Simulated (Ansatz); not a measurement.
# How the smallest direct gap on the k points sampled of zinc-blende MgS (metastable phase) moves with the method

No measured value is used here.

Question: Put these levels in order of the smallest direct gap on the k points sampled that they give for zinc-blende MgS (metastable phase), smallest first: G0W0@HSE06 (Ansatz, a program for electronic structure), HSE06 (Ansatz), LDA (Ansatz), PBE0 (Ansatz), r²SCAN (Ansatz).

Answer: LDA (3.29 eV), r²SCAN (4.26 eV), HSE06 (4.64 eV), PBE0 (5.32 eV), G0W0@HSE06 (5.81 eV)

Computed values are for a static lattice.  A ± on a computed value is a rough bar: the spread of its extrapolation, a floor set from checks against published values, or a statistical error. G0W0@HSE06: GW on a hybrid start was not checked against another program. Values are at the measured cell. Cutoffs and k meshes differ between the levels. Ansatz's density-functional and Hartree–Fock values are scalar-relativistic unless marked +SOC, with PAW data made under PBE.
